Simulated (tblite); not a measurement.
Start geometry of nitrogen trifluoride (`FN(F)F`) from a force field or distance geometry (Å):
```
atom  x, y, z in Å
F1    -0.5276    1.1428   -0.1187
N2    -0.0189    0.0045    0.3323
F3    -0.7019   -1.0726   -0.1148
F4     1.2586   -0.0699   -0.1216
```

Question: What comes out of this run: GFN2-xTB geometry optimisation, gas phase in tblite?

Answer: 
```
atom  x, y, z in Å
F1    -0.5388    1.1051   -0.1535
N2     0.0013    0.0021    0.4276
F3    -0.6825   -1.0204   -0.1499
F4     1.2302   -0.0820   -0.1470
```

The energy falls by 0.217 eV over 8 L-BFGS steps, the largest force on an atom goes from 2.99 to 0.010 eV/Å, and the atoms move by 0.067 Å rms after alignment. The bond that changes most is F1–N2 (ends: fluorine bonded to N; nitrogen bonded to 3 F), which lengthens by 0.033 Å. Bonds longer at the end by more than 0.005 Å: 2 of 3; shorter: 0. Among the angles that change most is F1–N2–F3, from 112.2° to 103.2°. Rotational constants go from 10871, 10192, 5523 to 10784, 10783, 5861 MHz. The orientation of the end geometry is arbitrary; only internal coordinates are fixed.

Its GFN2-xTB frequencies are all real (lowest 445 cm⁻¹).

These are computed values.
